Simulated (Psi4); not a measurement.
# C4N2 (2-butynedinitrile) at TPSSh/cc-pVDZ

What is the vertical singlet–triplet gap of C4N2 (2-butynedinitrile) at TPSSh/cc-pVDZ? 

The results are computed with Psi4 1.11.

4 further runs of the same task are left out: 3 that didn't finish, 1 set aside as unsound or not needed.

### Step 1. Starting point

C4N2: 6 atoms, total charge 0, spin state singlet. As SMILES, `N#CC#CC#N`. Geometry: relaxed at PBE0-D4/def2-TZVP.

Bond lengths: N1–C2 1.155 Å, C2–C3 1.363 Å, C3–C4 1.207 Å, C4–C5 1.363 Å, C5–N6 1.155 Å. Angles: N1–C2–C3 180.0°, C2–C3–C4 180.0°, C3–C4–C5 180.0°, C4–C5–N6 180.0°.

### Step 2. Energy and gradient at TPSSh/cc-pVDZ

The input, input.inp:

```
memory 2200 MB

molecule mol {
  0 1
  N      0.017130    -3.020460     0.788950
  C      0.010700    -1.902840     0.497280
  C      0.003160    -0.583760     0.152900
  C     -0.003500     0.583960    -0.152150
  C     -0.010740     1.902850    -0.497210
  N     -0.016750     3.020250    -0.789760
  symmetry c1
  no_reorient
  no_com
}

set {
  basis                cc-pVDZ
  puream               true
  e_convergence        1e-09
  d_convergence        1e-08
  scf_type             pk
  dft_radial_points    99
  dft_spherical_points 590
}

e_tot, wfn = gradient("tpssh", return_wfn=True)
oeprop(wfn, "DIPOLE", "QUADRUPOLE", "LOWDIN_CHARGES", title="TPSSH")
```

Launch:

```sh
psi4 input.inp input.out -n 1
```

input.out, cut to the lines that bear on the results:

```text
[...]
  Running in c1 symmetry.
[...]
  Nuclear repulsion =  144.352590511131694
[...]
  Multiplicity = 1
[...]
  Nalpha       = 19
  Nbeta        = 19
[...]
    Number of basis functions: 84
[...]
   @RKS iter   1:  -261.65642227093952   -6.00282e-01   7.03604e-03 ADIIS/DIIS
[...]
   @RKS iter  12:  -261.84577437991686   -1.25056e-12   1.02753e-09 DIIS
[...]
    Orbital Energies [Eh]
    ---------------------
    Doubly Occupied:
       1A    -14.317924     2A    -14.317919     3A    -10.227915
       4A    -10.225806     5A    -10.218067     6A    -10.218028
       7A     -0.939362     8A     -0.937062     9A     -0.839591
      10A     -0.730193    11A     -0.641300    12A     -0.431924
      13A     -0.431924    14A     -0.392908    15A     -0.391819
      16A     -0.391819    17A     -0.390973    18A     -0.316390
      19A     -0.316390
[...]
  @RKS Final Energy:  -261.84577437991686
   => Energetics <=
    Nuclear Repulsion Energy =            144.3525905111316945
    One-Electron Energy =                -637.0886176372615637
    Two-Electron Energy =                 262.8824469595664368
    DFT Exchange-Correlation Energy =     -31.9921942133534110
    Empirical Dispersion Energy =           0.0000000000000000
    VV10 Nonlocal Energy =                  0.0000000000000000
    Total Energy =                       -261.8457743799168611
[...]
  -Total Gradient:
     Atom            X                  Y                   Z
    ------   -----------------  -----------------  -----------------
       1       -0.000228687558     0.039940390565    -0.010426624830
       2        0.000195254843    -0.033935397150     0.008853907565
       3       -0.000145612141     0.026357924808    -0.006888029336
       4        0.000142791363    -0.026343119221     0.006893600750
       5       -0.000182691269     0.033898009461    -0.008877075037
       6        0.000218896880    -0.039917782519     0.010444320912
[...]
 Multipole Moments:
 ------------------------------------------------------------------------------------
     Multipole            Electronic (a.u.)      Nuclear  (a.u.)        Total (a.u.)
 ------------------------------------------------------------------------------------
 L = 1.  Multiply by 2.5417464519 to convert [e a0] to [Debye]
 Dipole X            :         -0.0009554            0.0007181           -0.0002373
 Dipole Y            :          0.0005247           -0.0003968            0.0001279
 Dipole Z            :          0.0019222           -0.0014173            0.0005049
 Magnitude           :                                                    0.0005723
 L = 2.  Multiply by 1.3450342976 to convert [e a0^2] to [Debye ang]
 Quadrupole XX       :        -23.2810882            0.0197495          -23.2613387
 Quadrupole XY       :          3.5807948           -3.5154309            0.0653639
[...]
```

Run time: 95 s. Hardware: 1 thread of Intel Xeon at 2.50GHz (Skylake/Cascade Lake), shared host; peak memory 1.1 GiB.

### Step 3. The triplet at the same level

The input, c4n2.xyz:

```xyz
6
C4N2
N      0.017130    -3.020460     0.788950
C      0.010700    -1.902840     0.497280
C      0.003160    -0.583760     0.152900
C     -0.003500     0.583960    -0.152150
C     -0.010740     1.902850    -0.497210
N     -0.016750     3.020250    -0.789760
```

The input, run.py:

```python
import numpy as np
from ase.calculators.psi4 import Psi4
from ase.io import read

atoms = read('c4n2.xyz')
calc = Psi4(atoms=atoms, method='tpssh', basis='cc-pVDZ', memory='2200MB', num_threads=1, charge=0, multiplicity=3, label='c4n2', reference='uks')
calc.psi4.set_options({'puream': True, 'e_convergence': 1e-09, 'd_convergence': 1e-08, 'scf_type': 'pk', 'dft_radial_points': 99, 'dft_spherical_points': 590, 'maxiter': 100})
atoms.calc = calc

forces = atoms.get_forces()
print(f'energy: {atoms.get_potential_energy():.6f} eV')
print('forces / eV A^-1')
print(np.round(forces, 5))
```

Launch:

```sh
python run.py
```

c4n2.dat, cut to the lines that bear on the results:

```text
[...]
  Running in c1 symmetry.
[...]
  Nuclear repulsion =  144.352590511131666
[...]
  Multiplicity = 3
[...]
  Nalpha       = 20
  Nbeta        = 18
[...]
    Number of basis functions: 84
[...]
   @UKS iter   1:  -261.53628481773745   -4.80145e-01   6.57710e-03 DIIS/ADIIS
[...]
   @UKS iter  17:  -261.71123230236765   -3.97904e-13   3.24845e-09 DIIS
[...]
   @S^2 Observed:                2.018300943E+00
[...]
  @UKS Final Energy:  -261.71123230236765
   => Energetics <=
    Nuclear Repulsion Energy =            144.3525905111316661
    One-Electron Energy =                -636.8816122672568554
    Two-Electron Energy =                 262.8360944748121710
    DFT Exchange-Correlation Energy =     -32.0183050210546014
    Empirical Dispersion Energy =           0.0000000000000000
    VV10 Nonlocal Energy =                  0.0000000000000000
    Total Energy =                       -261.7112323023676481
[...]
 Multipole Moments:
 ------------------------------------------------------------------------------------
     Multipole            Electronic (a.u.)      Nuclear  (a.u.)        Total (a.u.)
 ------------------------------------------------------------------------------------
 L = 1.  Multiply by 2.5417464519 to convert [e a0] to [Debye]
 Dipole X            :         -0.0002112           -0.0000010           -0.0002123
 Dipole Y            :          0.0001303            0.0000006            0.0001308
 Dipole Z            :          0.0004435            0.0000022            0.0004457
 Magnitude           :                                                    0.0005107
[...]
  -Total Gradient:
     Atom            X                  Y                   Z
    ------   -----------------  -----------------  -----------------
       1       -0.000591822951     0.103333675810    -0.026974212432
       2        0.000816246041    -0.143110423543     0.037362776697
       3       -0.001142454586     0.201397574726    -0.052611621196
       4        0.001139942937    -0.201386808466     0.052618554338
       5       -0.000785038332     0.143073813632    -0.037428365589
       6        0.000563089391    -0.103307811902     0.027032945836
[...]
```

On the terminal:

```text
energy: -7121.525369 eV
forces / eV A^-1
[[  0.03043  -5.31363   1.38707]
 [ -0.04197   7.35903  -1.92127]
 [  0.05875 -10.35628   2.7054 ]
 [ -0.05862  10.35573  -2.70575]
 [  0.04037  -7.35715   1.92464]
 [ -0.02896   5.3123   -1.39009]]
```

It took 2.9 min on 1 thread of Intel Xeon at 2.50GHz (Skylake/Cascade Lake), shared host; peak memory 1.2 GiB.

### Step 4. What came out

At TPSSh/cc-pVDZ:

| quantity | value |
| --- | --- |
| singlet: total energy | -261.84577 Eh |
| singlet: dipole moment | 0.00 D |
| singlet: HOMO energy | -8.61 eV |
| singlet: LUMO energy | -3.41 eV |
| singlet: HOMO–LUMO gap | 5.20 eV |
| singlet: largest force on an atom | 2.123 eV/Å |
| triplet: total energy | -261.71123 Eh |
| triplet: dipole moment | 0.00 D |
| triplet: HOMO energy (highest over α and β) | -4.96 eV |
| triplet: ⟨S²⟩ | 2.018 |
| triplet: largest force on an atom | 10.704 eV/Å |
| vertical energy of the triplet above the singlet | 3.661 eV |

In words: At this shape the triplet lies 3.66 eV (84 kcal/mol) above the singlet. The largest force (singlet) is 2.12 eV/Å: the shape isn't a stationary point for this species at this level.
